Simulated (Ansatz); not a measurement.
`C/C=C(\N)Cl` → `C/N=C(/C)Cl`  (isomerisation)

Gas-phase electronic energies from Ansatz, PBE0-D4/def2-TZVP geometries. CCSD(T)/CBS adds triple-zeta CCSD(T) − MP2 to the extrapolated MP2 energy (def2 sets, frozen cores). Double bonds are as drawn, so ΔE can hold a change between cis and trans. DFT in def2-TZVPP. B3LYP here is the variant with VWN-RPA as its local correlation; programs differ in this. One conformer a species, not always the lowest.

`C/C=C(\N)Cl`:

Cartesian coordinates in Å:
```
C -1.251 -0.606 0.494
C -0.607 0.153 -0.619
C 0.688 0.468 -0.641
N 1.657 0.093 0.268
Cl 1.349 1.374 -1.963
H -1.203 -1.690 0.341
H -0.791 -0.394 1.464
H -2.307 -0.341 0.580
H -1.208 0.442 -1.470
H 2.383 0.777 0.413
H 1.289 -0.276 1.132
```

`C/N=C(/C)Cl`:

Z-matrix (Å, degrees):
```
C
N 1 1.433
H 1 1.094 2 113.8
H 1 1.093 2 108.6 3 122.0
H 1 1.093 2 108.6 3 -122.0
C 2 1.242 1 124.6 3 0.1
Cl 6 1.791 2 123.8 1 0.1
C 6 1.486 2 124.6 1 -179.9
H 8 1.092 6 110.1 2 120.9
H 8 1.092 6 110.1 2 -120.9
H 8 1.089 6 109.2 2 -0.0
```

```csv
level,ΔE (kcal/mol)
B3LYP-D4,-4.7
ωB97X-V,-4.1
B2PLYP,-4.8
r2SCAN,-4.8
PBE0,-3.3
CCSD/def2-TZVPP,-3.9
MP2/def2-QZVPP,-3.2
MP2/CBS(def2),-2.9
```

**Question.** What does CCSD(T)/CBS give? (Best estimate.)

**Answer.** Computed: -3.5 kcal/mol. The listed levels differ from it by -1.2, -0.6, -1.3, -1.3, 0.2, -0.4, 0.3, 0.6 kcal/mol.

Largest T1 diagnostic among the species: 0.012.

From PBE to PBE0 (25 % exact exchange), in def2-TZVPP and without D4, ΔE moves by +1.5 kcal/mol.
